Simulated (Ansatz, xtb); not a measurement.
# CH4ClSi−: where a starting geometry ends

The starting geometry of this gas-phase singlet has its atoms placed at random.

```tsv
atom	x (Å)	y (Å)	z (Å)
C	1.0213	1.9022	-0.0332
Cl	1.1321	-0.4979	0.3257
Si	-0.3177	-1.8839	1.1027
H	-1.2352	-0.3440	0.9081
H	0.2405	0.2576	1.0543
H	-0.4446	2.0305	0.2304
H	0.7503	-0.4012	-1.2157
```

Question: One run relaxed it with r2SCAN-D4/def2-SVPD. What is a likely outcome?

Answer: It ends as `C[SiH-]Cl`. Contacts that open: Cl2–H5 (1.38 → 3.45 Å), Cl2–H7 (1.59 → 4.18 Å). Contacts that close: C1–Si3 (4.17 → 1.95 Å), C1–H5 (2.12 → 1.10 Å), C1–H6 (1.49 → 1.10 Å), C1–H7 (2.60 → 1.11 Å), Si3–H4 (1.80 → 1.55 Å).

The energy falls by 15.72 eV over 43 steps:

| step | E − E(last) (eV) |
| --- | --- |
| 1 | 15.716 |
| 6 | 8.591 |
| 10 | 7.723 |
| 15 | 7.048 |
| 20 | 4.259 |
| 24 | 3.537 |
| 29 | 3.480 |
| 34 | 2.218 |
| 38 | 0.084 |
| 43 | 0.000 |

Final geometry (Å):

```xyz
7

C     0.5504    0.7876    0.0228
Cl    0.3066   -2.3092    0.6618
Si   -0.1800   -0.2346    1.5201
H    -1.6291   -0.2357    0.9733
H     1.6534    0.8102    0.0501
H     0.2428    0.4101   -0.9680
H     0.2025    1.8350    0.1121
```

From the same start GFN2-xTB reaches the same bonding as this run.

From so rough a start the end depends on the optimiser's path, so another program may land elsewhere. The end wasn't checked by frequencies. Run with Ansatz 0.2.0, 38 s on 2 threads of Intel(R) Xeon(R) 6975P-C (Granite Rapids) (shared host).
